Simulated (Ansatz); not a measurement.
Compare A (`CCC(F)S`) with its isomer B (`CCSCF`).

Isolated molecules relaxed with PBE0-D4/def2-TZVP in Ansatz; ΔE leaves out vibrations. CCSD(T)/CBS adds triple-zeta CCSD(T) − MP2 to the extrapolated MP2 energy (def2 sets, frozen cores). DFT in def2-TZVPP. B3LYP here is the variant with VWN-RPA as its local correlation; programs differ in this. Each species was taken in one conformer, which may not be the lowest.

Task: Which isomer does CCSD(T)/CBS put lower? Give the gap. (Best estimate.)

Result: Ansatz gave: A, by 16.7 kJ/mol.

Task: Give E(B) − E(A) in kJ/mol with BLYP-D4, r2SCAN-D4, LDA (SPW92), CCSD/def2-TZVPP, CCSD(T)/def2-SVP, B2PLYP, B3LYP-D4. (Estimate.)

Result: Computed: BLYP-D4 10.4, r2SCAN-D4 15.3, LDA (SPW92) 20.1, CCSD/def2-TZVPP 19.3, CCSD(T)/def2-SVP 29.7, B2PLYP 14.0, B3LYP-D4 12.8. None reverses the order clearly.

Task: Does the order hold for the free energy at 298.15 K (harmonic terms from PBE0-D4)? (Estimate.)

Result: The calculation gave: Yes: G(B) − G(A) = +19.4 kJ/mol, for one conformer each.

Largest T1 diagnostic: 0.011.

Leaving LDA and LC-ωPBE aside and taking each functional with its dispersion term where it has one, the values, not all of them listed here, spread over 7.3 kJ/mol, from BLYP-D4 to B97M-V. LDA lies +8.7 kJ/mol from PBE without D4. From BLYP to BHLYP (50 % exact exchange), in def2-TZVPP and without D4, E(B) − E(A) moves by +5.8 kJ/mol.
